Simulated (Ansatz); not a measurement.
# CHSi2 (doublet): from Hartree-Fock to the top rungs, cc-pVDZ

An exercise on one series of results from a longer session: the logs are not shown, and one member is left open.

Method: cc-pVDZ, core rule «outside noble gas», up to 11 orbitals frozen; program: Ansatz 0.2.0, Gaussian basis.

To be run: UHF; CCSD(T) on ROHF; CCSD(T) on UHF; BCCD(T) on ROHF; CISD as a restricted active space (open shells left free, so some higher excitations enter); CCSDT(Q) on ROHF; CCSDT(Q) on UHF; CASSCF and MRCISD+Q, 9 electrons in 9 orbitals; CASSCF and NEVPT2, 9 electrons in 9 orbitals.

20 further runs of the same task are left out: 8 that didn't finish, 12 set aside as unsound or not needed. Runs told in other sessions of the task aren't counted.

### The geometry

The geometry is a PBE0/def2-TZVP stationary point (not a proven minimum) of the parent state, kept for this charge and spin.

4 atoms, charge 0, spin multiplicity 2.

Atoms are counted from 1 here; the program's logs count them from 0.

Bond lengths: C1–Si2 1.912 Å, C1–Si3 1.729 Å, Si2–Si3 2.317 Å, Si2–H4 1.509 Å. Angles: Si2–C1–Si3 78.8°, C1–Si2–Si3 47.1°, C1–Si2–H4 117.9°, Si3–Si2–H4 119.9°, C1–Si3–Si2 54.1°.

The first run:

in.yaml reads:

```yaml
crystal:
  periodic: [false, false, false]
  atoms:
    - {symbol: C, position_ang: [-0.061244, -1.147988, -0.219952]}
    - {symbol: Si, position_ang: [0.099301, 0.160438, 1.164819]}
    - {symbol: Si, position_ang: [-0.033008, 0.314343, -1.142833]}
    - {symbol: H, position_ang: [-1.117401, 0.450106, 2.008353]}
basis:
  gaussian: {orbitals: cc-pVDZ}
magnetization: {spin_polarized: true, initial_magnetization: 1}
hamiltonian: {xc: hf}
output: {orbitals: {seedname: orbitals}}
```

Launch:

```sh
$ ansatz run in.yaml --threads 1 --pin off --events-out ev --progress --plain --max-ram 2393MiB
```

Among the steps run: UHF; CCSD(T) on ROHF; CCSD(T) on UHF; BCCD(T) on ROHF; CISD as a restricted active space (open shells left free, so some higher excitations enter); CCSDT(Q) on ROHF; CCSDT(Q) on UHF; CASSCF and MRCISD+Q, 9 electrons in 9 orbitals; CASSCF and NEVPT2, 9 electrons in 9 orbitals.

One of the session's tables, all rows but one given; the rest of the session is left out.

```
           method  from RCCSDT(Q) (meV)
             ROHF               +9791.3
             RMP2               +1319.9
             UMP2               +2118.1
             CISD               +1883.9
            RCCSD                +711.5
            UCCSD                +705.8
         RCCSD(T)                +104.1
         UCCSD(T)                +143.9
          BCCD(T)                +106.6
           RCCSDT                 +79.8
           UCCSDT                 +69.9
        RCCSDT(Q)                     0
        UCCSDT(Q)                 -19.8
  CASSCF frontier               +6225.7
  MRCISD frontier                +812.3
MRCISD+Q frontier                     ?
```

Q: Estimate the row for MRCISD+Q frontier from the others.

The run gave: from RCCSDT(Q) (meV): +159.1. In the column «from RCCSDT(Q) (meV)» it lies between UCCSD(T) (+143.9) and UCCSD (+705.8).

Not comparable, so not listed: CASSCF and NEVPT2, 9 electrons in 9 orbitals (they don't share determinant, frozen orbitals or solution with the rows shown, or repeat one).

Limits of these values: The determinant of HF (⟨S²⟩ 1.58) is far from a pure spin state, so its energy mixes those of several spin states; that is harmless only where they are near-degenerate. The determinant of CCSD(T) (⟨S²⟩ 1.42) is far from a pure spin state, so its energy mixes those of several spin states; high orders of coupled cluster remove much of that, low ones don't. The determinant of CCSDT(Q) (⟨S²⟩ 1.42) is far from a pure spin state, so its energy mixes those of several spin states; high orders of coupled cluster remove much of that, low ones don't. Left out of the table: UHF (another determinant or state than the rows shown). Warnings: spin contamination; coupled cluster took another determinant than the lowest. Restricted and unrestricted rows rest on different reference determinants; a gap between their highest levels can come from leftover correlation error, from unlike frozen cores or from another state. Warnings in the runs' records: passed over end.
